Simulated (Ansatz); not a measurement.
Write a Python script for the Ansatz DFT code, driven from Python that makes a rigid scan of one bond angle of CH₄O₂S, SMILES OC(O)S. Settings (for the species named): r2scan0, def2-SVP basis, multiplicity 1.

```yaml
atoms:
  - { symbol: O, position_ang: [-0.8862, 0.1712, -0.8412] }
  - { symbol: C, position_ang: [-0.1264, 0.2830, 0.2909] }
  - { symbol: O, position_ang: [1.1109, 0.7331, -0.1342] }
  - { symbol: S, position_ang: [0.0871, -1.3215, 1.0472] }
  - { symbol: H, position_ang: [-1.0391, 1.1354, -1.1423] }
  - { symbol: H, position_ang: [-0.5442, 1.0154, 1.0042] }
  - { symbol: H, position_ang: [1.6868, -0.0855, -0.1929] }
  - { symbol: H, position_ang: [-0.1967, -1.9882, -0.0875] }
```

The script, `bend.py`:
```python
import warnings

import ansatz as az
from ase import Atoms


def main() -> None:
    warnings.simplefilter('ignore', az.DeckWarning)

    atoms = Atoms(['O', 'C', 'O', 'S', 'H', 'H', 'H', 'H'], positions=[
        (-0.8862, 0.1712, -0.8412),
        (-0.1264, 0.283, 0.2909),
        (1.1109, 0.7331, -0.1342),
        (0.0871, -1.3215, 1.0472),
        (-1.0391, 1.1354, -1.1423),
        (-0.5442, 1.0154, 1.0042),
        (1.6868, -0.0855, -0.1929),
        (-0.1967, -1.9882, -0.0875),
    ])

    first = az.Crystal.molecule_from_ase(atoms).calculation()
    first = first.basis(gaussian='def2-SVP')
    first = first.functional('r2scan0').relax(force_tolerance=0.02, max_steps=80)
    atoms.positions = first.run().report['positions_ang']

    rows = []
    for angle in [90, 100, 110, 120, 135, 150, 165, 179]:
        bent = atoms.copy()
        bent.set_angle(1, 0, 4, angle, indices=[4])
        setup = az.Crystal.molecule_from_ase(bent).calculation().basis(gaussian='def2-SVP').functional('r2scan0')
        rows.append((angle, setup.run().report['free_energy_ev']))
    floor = min(e for _, e in rows)
    for angle, e in rows:
        print(f'angle C1-O0-H4 = {angle:3d} deg   {1000 * (e - floor):9.1f} meV')


if __name__ == '__main__':
    main()
```

Running `python bend.py` prints:
```text
angle C1-O0-H4 =  90 deg       232.8 meV
angle C1-O0-H4 = 100 deg        28.6 meV
angle C1-O0-H4 = 110 deg         0.0 meV
angle C1-O0-H4 = 120 deg       108.9 meV
angle C1-O0-H4 = 135 deg       446.2 meV
angle C1-O0-H4 = 150 deg       866.6 meV
angle C1-O0-H4 = 165 deg      1216.3 meV
angle C1-O0-H4 = 179 deg      1361.3 meV
```

The settings weren't tested for convergence. The scan is rigid, and the energies are electronic, in a modest basis. The zero is the lowest point of the grid, which needn't be the minimum. Hardware and time: 72 s on 1 thread of Arm Neoverse V1 (shared host), peak memory 0.24 GiB.
